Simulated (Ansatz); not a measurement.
Isolated molecules relaxed with PBE0-D4/def2-TZVP in Ansatz; ΔE leaves out vibrations. CCSD(T)/CBS is the MP2 limit (def2-TZVPP, def2-QZVPP) plus CCSD(T) − MP2 in def2-TZVPP, frozen cores. This one scheme is used for every species. Functionals use def2-TZVPP. B3LYP here is the variant with VWN-RPA as its local correlation; programs differ in this.

Reaction (ligand exchange at the Si–O bond): `CO[SiH]` + H–F → `F[SiH]` + CH₃OH

`CO[SiH]`:

```xyz
7

C    -0.091   -0.786    0.020
O    -0.820    0.368   -0.333
Si   -0.399    1.951   -0.285
H    -0.630   -1.325    0.803
H     0.908   -0.522    0.381
H    -0.004   -1.437   -0.853
H     1.037    1.752    0.268
```

H–F:

```xyz
2

F    -0.049   -0.452    0.070
H     0.049    0.452   -0.070
```

`F[SiH]`:

Z-matrix (Å, degrees):
```
Si
F 1 1.612
H 1 1.541 2 96.3
```

CH₃OH:

Z-matrix (Å, degrees):
```
C
O 1 1.409
H 1 1.097 2 112.4
H 1 1.090 2 107.0 3 -118.5
H 1 1.097 2 112.4 3 123.0
H 2 0.959 1 108.5 3 -61.6
```

```json
{"level": "r2SCAN-D4", "ΔE (kJ/mol)": "-14.1", "difference from CCSD(T)/CBS": "-0.3"}
{"level": "B3LYP-D4", "ΔE (kJ/mol)": "-15.0", "difference from CCSD(T)/CBS": "-1.2"}
{"level": "CAM-B3LYP-D4", "ΔE (kJ/mol)": "-17.8", "difference from CCSD(T)/CBS": "-4.0"}
{"level": "PBE", "ΔE (kJ/mol)": "-15.4", "difference from CCSD(T)/CBS": "-1.6"}
{"level": "revPBE", "ΔE (kJ/mol)": "-19.1", "difference from CCSD(T)/CBS": "-5.3"}
{"level": "CAM-B3LYP", "ΔE (kJ/mol)": "-21.5", "difference from CCSD(T)/CBS": "-7.7"}
{"level": "RPA@PBE/def2-TZVPP", "ΔE (kJ/mol)": "-16.8", "difference from CCSD(T)/CBS": "-3.0"}
{"level": "HF/def2-TZVPP", "ΔE (kJ/mol)": "-29.2", "difference from CCSD(T)/CBS": "-15.4"}
{"level": "MP2/def2-TZVPP", "ΔE (kJ/mol)": "-9.1", "difference from CCSD(T)/CBS": "4.7"}
{"level": "CCSD/CBS(def2)", "ΔE (kJ/mol)": "-17.2", "difference from CCSD(T)/CBS": "-3.4"}
{"level": "CCSD(T)/CBS", "ΔE (kJ/mol)": "-13.8", "difference from CCSD(T)/CBS": "0"}
```

Largest T1 diagnostic among the species: 0.015.

Leaving LDA and LC-ωPBE aside and taking each functional with its dispersion term where it has one, the values, not all of them listed here, spread over 9.9 kJ/mol, from ωB97X-V to revPBE-D4. LDA lies +10.3 kJ/mol from PBE without D4. The D4 term adds +6.8 kJ/mol with B3LYP and +3.6 kJ/mol with PBE0; it sums over pairs of atoms, weighted by their polarisabilities, and B3LYP, whose exchange is more repulsive, gets the larger term.
